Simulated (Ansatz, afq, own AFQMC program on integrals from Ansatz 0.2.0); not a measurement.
SiNH₂, doublet → SiNH$_{2}$, quartet

```xyz
4

Si    0.0000   -0.1221    0.5333
N     0.0000    0.1881   -1.0305
H     0.0000    1.1726    1.3200
H     0.0000   -0.3847   -1.8594
```

Connectivity, by distances: SiH–NH.

E(quartet, charge +0) − E(doublet, charge +0) at this geometry, on UHF and UHF determinants.

Basis cc-pVDZ. Noble-gas cores (and the filled d shells of Ga–Kr and In–Xe) are frozen. Integrals, coupled cluster, full CI and functionals: Ansatz 0.2.0; the random walks run on the same integrals in our own AFQMC program. The CISD trial takes its coefficients from CCSD amplitudes. Released means that phaseless walkers are propagated on without the constraint, phases kept. ± is one standard error of the sampling. The errors of all members are added in quadrature.

No full CI on the walks' own integrals is used here; CCSDT(Q) serves as the reference and is uncertain by about the last step of the cluster series. Each member takes its own surest rung, up to full CI.

The best estimate is CCSD(T) at the basis-set limit (CBS: def2-TZVPP and def2-QZVPP, with their diffuse functions for anions and beside diffuse sets, CCSD(T) itself extrapolated) plus the step from CCSD(T) to CCSDT(Q) in cc-pVDZ. Rows without CBS are in cc-pVDZ, the functionals in def2-TZVP; B2PLYP and the wave-function rows carry a basis error of their own. Core correlation and relativity beyond core potentials are missing, and ± holds the sampling alone.

Cautions: SiNH₂ (doublet): strong correlation (T1 0.051, weight of the determinant 0.83, largest double 0.09), unrestricted determinant slightly spin contaminated (⟨S²⟩ 0.83 against 0.75), its ph-AFQMC/CISD value lies 88 ± 23 meV above CCSDT(Q); SiNH₂ (quartet): another spin lies lower, its ph-AFQMC/CISD value lies 39 ± 10 meV above CCSDT(Q); core correlation is missing, and it shifts such a gap most where an s electron is promoted.

```json
{"level": "HF", "vertical spin gap (kcal/mol)": "44.6"}
{"level": "CCSD", "vertical spin gap (kcal/mol)": "76.6"}
{"level": "B2PLYP", "vertical spin gap (kcal/mol)": "82.2"}
```

Problem. From these cheaper values, estimate the vertical spin gap at the level of the best estimate.

Solution. 82.6 kcal/mol (best estimate, highest rung CCSDT(Q)).

```tsv
level	vertical spin gap (kcal/mol)	error against the best estimate (kcal/mol)
MP2	76.1	-6.5
CCSD(T)	80.2	-2.4
CCSDT	80.7	-1.9
CCSDT(Q)	81.5	-1.1
ph-AFQMC/CISD	80.3 ± 0.6	-2.3 ± 0.6
released AFQMC	81.0 ± 0.8	-1.6 ± 0.8
HF/CBS	42.4	-40.2
MP2/CBS	80.4	-2.2
CCSD(T)/CBS	81.3	-1.3
PBE	83.0	0.4
r2SCAN	75.1	-7.5
PBE0	75.3	-7.3
B3LYP	80.9	-1.7
wB97M-V	82.8	0.2
```

Correlation beyond CCSD(T) adds 1.3 kcal/mol. Going to the basis-set limit adds 1.1 kcal/mol at CCSD(T). The perturbative (T) step is worth +3.6 kcal/mol. Where the cautions show a poor determinant, the low rows tell how each method copes with it, not its usual error.

Best estimates are given only where the step beyond CCSD(T) is under 0.3 eV and no member's determinant is very poor (T1 over 0.05, or 0.07 for open shells, ⟨S²⟩ too high by 0.3, two states mixed), so the hardest cases are missing from such tables.

The functionals ran in a triple-zeta set and keep a basis error of their own, a few kJ/mol for each bond in atomization energies and more for double hybrids, so close places among them and the extrapolated levels can swap.

CCSDT and higher add their correlation energy to the determinant of the CCSD(T) run, since their own runs factorise the integrals more tightly (a shift of under 2 meV). Each member of a difference takes its own highest rung, so a best estimate needn't equal the limit plus the step of one row. A walk keeps the symmetry of its determinant, which the program's search chose and which needn't be the lowest solution, so a lower state of the same spin and another symmetry isn't excluded. Released energies are given only where the last usable release times agree within the noise; a slower fall can still hide under it.
